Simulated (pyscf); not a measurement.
9 silicon, germanium or tin steps of one kind (addition across a multiple bond or ene-type step, closed-shell): barrier in kJ/mol, from the separated reactants or the lowest minimum found. Optimised with ωB97X-D3(BJ)/def2-SVP in PySCF. Functionals in def2-TZVP; the last column is ωB97M-D3(BJ)/def2-TZVP. Rows were drawn at random from the steps of this kind and element class whose saddle was verified and whose references are stable.

```json
[
 {"step": "O=Sn=O + H₂ → O=SnH–OH", "PBE": "83.4", "PBE0-D3(BJ)": "81.1", "r²SCAN": "86.3", "ωB97M-D3(BJ)": "90.9"},
 {"step": "H₃Si–Si(SiH₃)=Si(SiH₃)–SiH₃ + H₂ -> H₃Si–SiH(SiH₃)–SiH(SiH₃)–SiH₃", "PBE": "(withheld)", "PBE0-D3(BJ)": "92.7", "r²SCAN": "103.6", "ωB97M-D3(BJ)": "101.4"},
 {"step": "H₃Si–SiH=SiH–SiH₃ + H₂ -> H₃Si–SiH₂–SiH₂–SiH₃", "PBE": "90.6", "PBE0-D3(BJ)": "93.2", "r²SCAN": "100.3", "ωB97M-D3(BJ)": "105.1"},
 {"step": "O=Ge: [singlet] + H₂ -> HO–GeH: [singlet]", "PBE": "127.6", "PBE0-D3(BJ)": "126.9", "r²SCAN": "135.1", "ωB97M-D3(BJ)": "143.2"},
 {"step": "O=Si(Cl)–Cl + H₂ → HO–SiH(Cl)–Cl", "PBE": "(withheld)", "PBE0-D3(BJ)": "45.5", "r²SCAN": "50.0", "ωB97M-D3(BJ)": "61.3"},
 {"step": "O=Sn: [singlet] + H₂ → HO–SnH: [singlet]", "PBE": "95.8", "PBE0-D3(BJ)": "91.4", "r²SCAN": "98.9", "ωB97M-D3(BJ)": "103.4"},
 {"step": "S=Ge: [singlet] + H₂ -> HS–GeH: [singlet]", "PBE": "120.0", "PBE0-D3(BJ)": "125.4", "r²SCAN": "130.4", "ωB97M-D3(BJ)": "147.8"},
 {"step": "O=Si: [singlet] + HCl → HO–Si:–Cl [singlet]", "PBE": "-11.7", "PBE0-D3(BJ)": "-11.0", "r²SCAN": "-7.4", "ωB97M-D3(BJ)": "4.8"},
 {"step": "H₃Si–SiH=AsH + H₂ → H₃Si–SiH₂–AsH₂", "PBE": "108.1", "PBE0-D3(BJ)": "106.5", "r²SCAN": "111.5", "ωB97M-D3(BJ)": "122.1"}
]
```

Some entries are withheld; supply them.


- H₃Si–Si(SiH₃)=Si(SiH₃)–SiH₃ + H₂ -> H₃Si–SiH(SiH₃)–SiH(SiH₃)–SiH₃, PBE: 97.8
- O=Si(Cl)–Cl + H₂ → HO–SiH(Cl)–Cl, PBE: 49.3

Differences from the last column (kJ/mol): PBE: mean -13.2, median -14.0, mean size 13.2, lower in 9 of 9; PBE0-D3(BJ): mean -14.3, median -15.6, mean size 14.3, lower in 9 of 9; r²SCAN: mean -7.9, median -8.1, mean size 8.4, lower in 8 of 9. PBE is closest for row 2 (3.6 kJ/mol apart) and farthest for row 7 (27.8 kJ/mol). PBE, r²SCAN and M06-2X carry no added dispersion term. The last column is a level with limits of its own. Each barrier is that of the saddle found. Elements up to Kr have no core potential and no relativistic terms here. Elements past Kr carry the def2 core potentials, without spin-orbit coupling.
